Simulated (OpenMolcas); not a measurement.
# AlBNH5 (SMILES B[NH][AlH2]), run twice

Aim: the energy of AlBNH5 at SOS-MP2/Ahlrichs_VDZ (RICD fitting, fitting threshold 1e-06).

The calculation is run with OpenMolcas 26.06.

1 further run of the same task is left out (set aside as unsound or not needed).

### Step 1. The system as given

AlBNH5: 8 atoms, total charge 0, spin state singlet. SMILES: `B[NH][AlH2]`. The shape comes from GFN2-xTB, which is rough for such elements, and wasn't checked as a minimum.

Bond lengths: B1–N2 1.411 Å, N2–Al3 1.809 Å, B1–H4 1.174 Å, B1–H5 1.173 Å, N2–H6 1.021 Å, Al3–H7 1.541 Å, Al3–H8 1.543 Å. Angles: B1–N2–Al3 135.4°, B1–N2–H6 112.9°, Al3–N2–H6 111.7°, N2–B1–H4 120.1°, N2–B1–H5 118.5°, N2–Al3–H7 125.0°, N2–Al3–H8 116.8°, H4–B1–H5 121.4°, H7–Al3–H8 118.2°.

### Step 2. The input as first written

Input file job.input:

```
* AlBH5N SOS-MP2

&GATEWAY
 Coord
 7
 bohr
 B     -1.54726996     1.97773067    -1.32826960
 N     -0.63052602     0.35417247     0.57727354
 Al     1.85009857    -1.98863439     0.79396843
 H     -3.26421842     3.32211963    -0.91572349
 H     -0.55709126     1.94358332    -3.31115922
 H     -1.62028897     0.49869872     2.22798710
 H      4.23497073    -2.05760939    -0.87605813
 H      1.53432533    -4.05007993     2.83200026
 Basis
 Ahlrichs_VDZ
 Group
 NoSym
 RICD

&SEWARD

&SCF
 PrOrbitals
 1 1

&MBPT2
 SOSMP2
 Frozen
 7
```

The run is started by

```bash
$ export MOLCAS_MEM=1860
$ pymolcas job.input > job.log
```

The program printed:

```text
--- Start Module: gateway ---

                                              &GATEWAY

                       available to each process: 1.9 GB of memory, 1 thread

 ###############################################################################
 ###    ERROR: H      1.53432533    -4.05007993     2.83200026               ###
 ###    is not a keyword!, Error in keyword.                                 ###
 ###############################################################################
 ###############################################################################
--- Stop Module: gateway /rc=_RC_INPUT_ERROR_ ---

.####################.
.# User input error #.
.####################.

    Timing: Wall=0.04 User=0.01 System=0.03
```

Wall time 0.28 s (1 thread of Arm Neoverse V1, shared host).

### Step 3. Diagnosis

The program refused the input.

The telling line is `is not a keyword!, Error in keyword.`. The fault: an atom count or index doesn't match the structure.

### Step 4. The mended input

Input file job.input:

```
* AlBH5N SOS-MP2

&GATEWAY
  COORD
  8
  bohr
  B     -1.54726996     1.97773067    -1.32826960
  N     -0.63052602     0.35417247     0.57727354
  Al     1.85009857    -1.98863439     0.79396843
  H     -3.26421842     3.32211963    -0.91572349
  H     -0.55709126     1.94358332    -3.31115922
  H     -1.62028897     0.49869872     2.22798710
  H      4.23497073    -2.05760939    -0.87605813
  H      1.53432533    -4.05007993     2.83200026
  BASIS = Ahlrichs_VDZ
  GROUP = NoSym
  RICD
  CDTHRESHOLD = 1e-06

&SEWARD

&SCF
  ITERATIONS = 50
  NODIIS
  PRORBITALS = 1 2

&MBPT2
  SOSMP2
  FROZEN = 7
```

The run is started by

```bash
$ export MOLCAS_MEM=1860
$ pymolcas job.input > job.log
```

The program printed:

```text
--- Start Module: gateway ---
[...]
--- Stop Module: gateway /rc=_RC_ALL_IS_WELL_ ---
[...]
      Basis functions           41
[...]
--- Start Module: scf ---
[...]
       Convergence after  14 Iterations
[...]
::    Total SCF energy                               -323.8131629270
[...]
      Total spin, S                                     0.0000000000
[...]
      Total electronic charge=   30.000000
      Total            charge=   -0.000000
[...]
      Dipole Moment (debye):
      Origin of the operator (angstrom)=    0.2263   -0.2530    0.1377
                   X=  4.0476E-02               Y= -4.1034E-01               Z=  1.1408E+00           Total=  1.2130E+00
      Quadrupole Moment (debye*angstrom):
[...]
--- Stop Module: scf /rc=_RC_ALL_IS_WELL_ ---
--- Start Module: mbpt2 ---
[...]
WARNING!
Default frozen orbitals as non valence orbitals is overwritten by user input.
Default values:   4
[...]
::    Total MBPT2 energy                             -324.0134440374
[...]
--- Stop Module: mbpt2 /rc=_RC_ALL_IS_WELL_ ---
[...]
```

It took 1.9 s on 1 thread of Arm Neoverse V1, shared host.

### Step 5. What came out

At SOS-MP2/Ahlrichs_VDZ (RICD fitting, fitting threshold 1e-06):

```
                                   quantity          value
                               total energy  -324.01344 Eh
         dipole moment (mean-field density)         1.21 D
        HOMO energy (Hartree–Fock orbitals)      -11.53 eV
        LUMO energy (Hartree–Fock orbitals)        1.48 eV
      HOMO–LUMO gap (Hartree–Fock orbitals)       13.01 eV
correlation energy (7 core orbitals frozen)     -200.3 mEh
```
